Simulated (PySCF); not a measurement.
# SiH₂: relaxation and vibrations of the triplet

Where does triplet SiH₂ go from a bent start, is the end point a minimum, and what are its modes, charges and moments?

Method: B3LYP, basis Si def2-TZVP, H def2-TZVP, no relativity, density fitting; program: PySCF 2.14.0.

## Step 1: Starting geometry

3 atoms, charge 0, spin multiplicity 3.

Bond lengths: Si1–H2 1.480 Å, Si1–H3 1.480 Å. Angles: H2–Si1–H3 110.0°.

Coordinates in bohr (charge 0 multiplicity 3):
```
Si    0.0000    0.0000    0.0000
H     2.2909    0.0000    1.6042
H    -2.2909    0.0000    1.6042
```

## Step 2: The SCF at the typed geometry

The steps below are one call of a driver around PySCF. For each, scf.py gives the equivalent set-up of the SCF; relaxations use the driver's own optimiser. After this first run the driver tries any further starts and a stability analysis.

Contents of scf.py:

```python
from pyscf import gto, scf, dft
mol = gto.M(atom='''
Si     0.000000     0.000000     0.000000
H      1.212300     0.000000     0.848900
H     -1.212300     0.000000     0.848900''',
    basis={'Si': 'def2-TZVP', 'H': 'def2-TZVP'},
    charge=0, spin=2)
mf = dft.UKS(mol, xc='B3LYP')
mf.grids.atom_grid = (50, 194)
aux = {'Si': 'def2-universal-JKFIT', 'H': 'def2-universal-JKFIT'}
mf = mf.density_fit(auxbasis=aux)
mf.conv_tol = 1e-08
mf.diis_space = 10
mf.max_cycle = 60
mf.init_guess = 'minao'
mf.verbose = 4
mf.kernel()
```

Run with:

```console
$ OMP_NUM_THREADS=2 python axn.py task.json out
```

Log:

```text
init E= -290.472278242218
[... the frontier-level lines of each cycle are left out ...]
cycle= 1 E= -290.599398528462  delta_E= -0.127  |g|= 0.101  |ddm|= 0.94
cycle= 2 E= -290.604596475255  delta_E= -0.0052  |g|= 0.0653  |ddm|= 0.22
cycle= 3 E= -290.606969911916  delta_E= -0.00237  |g|= 0.00849  |ddm|= 0.0772
cycle= 4 E= -290.607061811038  delta_E= -9.19e-05  |g|= 0.000951  |ddm|= 0.0192
cycle= 5 E= -290.607063748393  delta_E= -1.94e-06  |g|= 0.000404  |ddm|= 0.00235
cycle= 6 E= -290.607063964062  delta_E= -2.16e-07  |g|= 0.000104  |ddm|= 0.00067
cycle= 7 E= -290.607063984942  delta_E= -2.09e-08  |g|= 2.01e-05  |ddm|= 0.000241
cycle= 8 E= -290.607063985624  delta_E= -6.82e-10  |g|= 5.38e-06  |ddm|= 5.65e-05
Extra cycle  E= -290.607063985651  delta_E= -2.68e-11  |g|= 3.48e-06  |ddm|= 1.5e-05
converged SCF energy = -290.607063985651  <S^2> = 2.0020373  2S+1 = 3.0013579
```

This step, with its further starts and checks, ran for 4.7 s (2 threads of Intel Xeon Platinum 8259CL at 2.50GHz (Skylake/Cascade Lake), shared host).

Energies from each starting density:

```csv
start,energy (Eh)
the minimal-basis guess,-290.607064
a thermally smeared density,-290.607064
a smeared PBE density,-290.607064
```

The test of internal stability and the other starts found no lower solution of this spin.

## Step 3: Bent start, triplet: relaxation

The program finds C2v symmetry in the start, which this walk keeps.

Edit scf.py of step 2 so:

```diff
@@ -3,3 +3,3 @@
-Si     0.000000     0.000000     0.000000
-H      1.212300     0.000000     0.848900
-H     -1.212300     0.000000     0.848900''',
+Si     0.000000     0.000000    -0.057050
+H      1.212300     0.000000     0.791850
+H     -1.212300     0.000000     0.791850''',
@@ -15 +14,0 @@
-mf.init_guess = 'minao'
```

Energy and gradient, step by step:

```csv
step,energy (Eh),change (kJ/mol),largest symmetric gradient (Eh/bohr)
0,-290.607064,0.00,0.00759
1,-290.608362,-3.41,0.00142
2,-290.608378,-3.45,0.00035
3,-290.608379,-3.45,0.00009
```

The walk took 2.4 s.

Positions (Å) and forces (eV/Å) along the way:

```
step 0
Si   0.000   0.000  -0.057   0.000   0.000   0.390
H    1.212   0.000   0.792   0.293   0.000  -0.195
H   -1.212   0.000   0.792  -0.293   0.000  -0.195
step 1
Si   0.000   0.000   0.005   0.000   0.000   0.034
H    1.283   0.000   0.761  -0.073   0.000  -0.017
H   -1.283   0.000   0.761   0.073   0.000  -0.017
step 2
Si   0.000   0.000   0.002   0.000   0.000   0.018
H    1.276   0.000   0.763  -0.011   0.000  -0.009
H   -1.276   0.000   0.763   0.011   0.000  -0.009
step 3
Si   0.000   0.000   0.002   0.000   0.000   0.004
H    1.276   0.000   0.762  -0.002   0.000  -0.002
H   -1.276   0.000   0.762   0.002   0.000  -0.002
```

It settles in C2v symmetry, 3.5 kJ/mol below the start, after 3 steps: Si–H 1.485 Å (×2); H–Si–H 118.4°.

## Step 4: Vibrations and properties at this point

On the finer grid the gradient is checked again; gradients at displacements of ±0.02 bohr then give force constants and infrared intensities.

Edit scf.py of step 3 so:

```diff
@@ -3,3 +3,3 @@
-Si     0.000000     0.000000    -0.057050
-H      1.212300     0.000000     0.791850
-H     -1.212300     0.000000     0.791850''',
+Si     0.000000     0.000000    -0.050637
+H      1.275910     0.000000     0.708872
+H     -1.275910     0.000000     0.708872''',
@@ -9 +9 @@
-mf.grids.atom_grid = (50, 194)
+mf.grids.atom_grid = (75, 302)
@@ -12 +12 @@
-mf.conv_tol = 1e-08
+mf.conv_tol = 1e-10
```

This SCF starts from the last density.

SCF at the final geometry:

```text
init E= -290.608364603972
[... the frontier-level lines of each cycle are left out ...]
cycle= 1 E= -290.608364603973  delta_E= -8.53e-13  |g|= 1.27e-06  |ddm|= 3.73e-06
Extra cycle  E= -290.608364603973  delta_E= -2.84e-13  |g|= 9.5e-07  |ddm|= 2.54e-06
converged SCF energy = -290.608364603973  <S^2> = 2.0021128  2S+1 = 3.0014082
```

The whole step took 13 s.

Geometry: C2v; Si–H 1.485 Å (×2); H–Si–H 118.5°.

Harmonic modes (main isotopes):

```tsv
symmetry	ω (cm⁻¹)	IR (km/mol)	μ (u)	type
a1	892	60.0	1.06	bend
a1	2155	12.1	1.03	stretch
b2	2226	68.1	1.06	stretch
```

No imaginary mode, so this is a minimum.

Constants and moments:

| Quantity | Value |
| --- | --- |
| Dipole moment | 0.09 D |
| Highest occupied level | -5.39 eV |
| Lowest empty level | -3.72 eV |
| Rotational constants | 15.54, 5.137, 3.861 cm⁻¹ |
| Zero-point energy | 31.5 kJ/mol |
| Principal polarisabilities | 26.9, 26.9, 34.0 bohr³ |
| Atomisation energy without zero-point energy | 556 kJ/mol |
| Principal traceless quadrupole moments about the centre of mass | -1.65, 0.78, 0.86 D Å |
| Entropy at 298.15 K and 1 bar (electronic part: spin only) | 215.2 J/(mol K) |
| Heat capacity Cp at 298.15 K | 35.4 J/(mol K) |
| Enthalpy at 298.15 K above 0 K | 10.06 kJ/mol |
| Rotational symmetry number | 2 |
| Spin squared ⟨S²⟩ | 2.002 |

Populations by atom (charges in e):

| atom | Mulliken | Löwdin | polar tensor | spin (Mulliken) | Mayer order to Si1 |
| --- | --- | --- | --- | --- | --- |
| Si1 | -0.01 | 0.09 | 0.24 | 1.85 | – |
| H2,3 | 0.01 | -0.04 | -0.12 | 0.08 | 0.94 |

Outer orbital energies (eV). α occupied: -144.08, -99.48, -99.47, -99.30, -14.58, -10.35, -7.21, -5.39; empty: 0.41, 0.94, 3.76, 4.20. β occupied: -1799.39, -143.85, -99.17, -99.14, -99.07, -13.38, -9.86; empty: -3.72, -2.16, 1.03, 1.63.

Mulliken populations on Si1: s 5.48, p 8.43, d 0.09, f 0.01.

## Step 5: Results

```
                                          quantity                             value
                                           minimum                      triplet, C2v
                                          geometry  Si–H 1.485 Å (×2); H–Si–H 118.5°
                                wavenumbers (cm⁻¹)    892 (a1), 2155 (a1), 2226 (b2)
                                     dipole moment                            0.09 D
highest occupied, lowest empty level (either spin)                   -5.39, -3.72 eV
                        polar-tensor charge of Si1                           +0.24 e
                                 zero-point energy                       31.5 kJ/mol
                               entropy at 298.15 K                   215.2 J/(mol K)
         atomisation energy (no zero-point energy)                        556 kJ/mol
                                              ⟨S²⟩                             2.002
```

The bent start keeps its C2v symmetry and ends in a minimum. In the infrared the band at 2226 cm⁻¹ (b2, stretch) leads. Most of the spin sits on Si1 (Mulliken spin 1.85, against 2 for the whole molecule). Other starts or spin states, not run here, may lie lower.

The search up to here took 20 s.
